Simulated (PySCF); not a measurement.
Potential energy of MgH along the bond

Set-up: Mg aug-pcseg-1, H aug-pcseg-1; no relativity (PySCF 2.14). Energies in eV from Mg + H in their ground configurations at the same level. State: ²Σ⁺ (doublet), unpaired electrons σ ↑.

All columns are PBE. A positive dipole means Mg(−)H(+).

| R (Å) | E (eV) | μ (D) | Mulliken charge on Mg (basis-dependent) | HOMO (eV) | LUMO (eV) | Mayer bond order | ⟨S²⟩ |
| --- | --- | --- | --- | --- | --- | --- | --- |
| 1.512 | -1.019 | -0.65 | 0.37 | -3.92 | -2.56 | 0.94 | 0.75 |
| 1.582 | -1.181 | -0.81 | 0.37 | -3.98 | -2.63 | 0.92 | 0.75 |
| 1.653 | -1.277 | -0.97 | 0.38 | -4.03 | -2.71 | 0.90 | 0.75 |
| 1.705 | -1.315 | -1.10 | 0.39 | -4.08 | -2.77 | 0.89 | 0.75 |
| 1.758 | -1.330 | -1.22 | 0.39 | -4.12 | -2.82 | 0.87 | 0.75 |
| 1.811 | -1.325 | -1.34 | 0.40 | -4.17 | -2.88 | 0.86 | 0.75 |
| 1.881 | -1.296 | -1.50 | 0.40 | -4.22 | -2.95 | 0.84 | 0.75 |
| 1.969 | -1.231 | -1.69 | 0.40 | -4.29 | -3.04 | 0.81 | 0.75 |
| 2.074 | -1.126 | -1.90 | 0.40 | -4.38 | -3.14 | 0.79 | 0.76 |
| 2.215 | -0.961 | -2.13 | 0.39 | -4.49 | -3.25 | 0.74 | 0.76 |

A fit through these points gives, at Re = 1.771 Å, μ = -1.25 D and dμ/dR = -2.32 D/Å; the reduced mass is 0.9672 u.

Task: How strong is the fundamental in the double-harmonic approximation, I = 42.26·(dμ/dR)²/μred km/mol?

Result: I = 42.26·(-2.32)²/0.9672 = 235 km/mol at PBE.

The state is the lowest determinant that a PBE0 search found; another state may lie lower at other levels.
